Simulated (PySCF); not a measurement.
Species: C3H5ClS (charge +1 and doublet state).
Structure used (GFN2-xTB), in Å, numbered top down from 1:
```
atom  x, y, z in Å
C1    -2.164   -0.083    0.406
C2    -0.836   -0.303    0.294
Cl3   -0.173   -1.875    0.154
S4     0.224    1.097    0.297
C5     1.851    0.389    0.133
H6    -2.555    0.918    0.495
H7    -2.878   -0.893    0.412
H8     1.917   -0.180   -0.794
H9     2.055   -0.273    0.974
H10    2.567    1.207    0.121
```

The hyperfine couplings belong to this conformer and change with its torsions.

The species is `C=C(Cl)[S+]C` [radical] (charge +1).

Computed, not measured: UKS B3LYP, pcH-1 on C Cl H S, non-relativistic, mean-field spin-orbit, GIAO (PySCF 2.14.0). Isolated species at its GFN2-xTB geometry (one conformer only). A GFN2-xTB geometry isn't a minimum of the functional, and hyperfine couplings can be far from their values at a DFT geometry, by a factor of two or more for some ions and for spin on atoms past the first row. The SCF solution wasn't tested for stability.

Principal values of hyperfine tensors in MHz (contact, dipolar and spin–orbit terms together), for some of the nuclei:

```csv
atom,isotope,A1,A2,A3,alike by the symmetry of this geometry
H9,1H,60.51,62.85,69.37,H8
C1,13C,-2.02,-0.96,124.23,none
H7,1H,-54.97,-37.98,-13.21,none
C2,13C,-31.59,-31.23,-26.73,none
S4,33S,-33.18,-28.29,129.25,none
C5,13C,-12.13,-11.73,-4.71,none
Cl3,35Cl,-6.19,-3.82,15.39,none
H10,1H,-3.11,-3.07,3.59,none
```

Split each tensor into its isotropic and traceless parts, and turn a_iso into mT with g = 2.0124.

a_iso is a third of the trace, T = A − a_iso, and a(mT) = a(MHz)/(g × 13.996). The tensors hold a spin–orbit part: the run splits a_iso into a_FC + a_SO, and T includes its anisotropic share.

```json
{"atom": "H9", "a_iso (MHz)": "64.24", "a_FC": "64.23", "a_SO": "0.01", "a_iso (mT)": "2.281", "T1": "-3.73", "T2": "-1.40", "T3": "5.13"}
{"atom": "C1", "a_iso (MHz)": "40.41", "a_FC": "40.67", "a_SO": "-0.25", "a_iso (mT)": "1.435", "T1": "-42.44", "T2": "-41.38", "T3": "83.81"}
{"atom": "H7", "a_iso (MHz)": "-35.39", "a_FC": "-35.37", "a_SO": "-0.01", "a_iso (mT)": "-1.256", "T1": "-19.59", "T2": "-2.59", "T3": "22.18"}
{"atom": "C2", "a_iso (MHz)": "-29.85", "a_FC": "-30.31", "a_SO": "0.46", "a_iso (mT)": "-1.060", "T1": "-1.74", "T2": "-1.38", "T3": "3.12"}
{"atom": "S4", "a_iso (MHz)": "22.59", "a_FC": "22.44", "a_SO": "0.15", "a_iso (mT)": "0.802", "T1": "-55.78", "T2": "-50.88", "T3": "106.66"}
{"atom": "C5", "a_iso (MHz)": "-9.52", "a_FC": "-9.73", "a_SO": "0.21", "a_iso (mT)": "-0.338", "T1": "-2.60", "T2": "-2.21", "T3": "4.81"}
{"atom": "Cl3", "a_iso (MHz)": "1.79", "a_FC": "1.10", "a_SO": "0.70", "a_iso (mT)": "0.064", "T1": "-7.98", "T2": "-5.61", "T3": "13.59"}
{"atom": "H10", "a_iso (MHz)": "-0.86", "a_FC": "-0.93", "a_SO": "0.07", "a_iso (mT)": "-0.031", "T1": "-2.24", "T2": "-2.20", "T3": "4.45"}
```

What spin density at the nucleus of C1 lies behind its contact coupling (g_N = 1.40482)?

a_FC = 800.24 MHz bohr³ × g_N × ρ(0)/(2S). With a_FC = 40.67 MHz and 2S = 1, ρ(0) = 0.03617 bohr⁻³.

H6 (1H, g_N = 5.58569) isn't in the table. Its spin density at the nucleus is -0.007508 bohr⁻³. What is its contact coupling?

By the same relation, a_FC = -33.6 MHz. Its full tensor has the principal values -50.49, -36.96, -13.26 MHz.

Name the largest traceless tensor T of the table and describe it.

S4: -55.8, -50.9, 106.7 MHz (the dipolar term alone has -54.9, -52.0, 106.9), nearly axial, close to the ratio −1:−1:+2, the form that spin in one p orbital centred on that nucleus gives.

What first-order splitting does H7 cause when the field lies along A1, A2 or A3 of its tensor (g taken as isotropic, no quadrupole term)?

2 lines (I = 1/2), spaced by |A_i|/(g × 13.996): 1.95, 1.35, 0.47 mT along the axes of A1, A2 and A3.
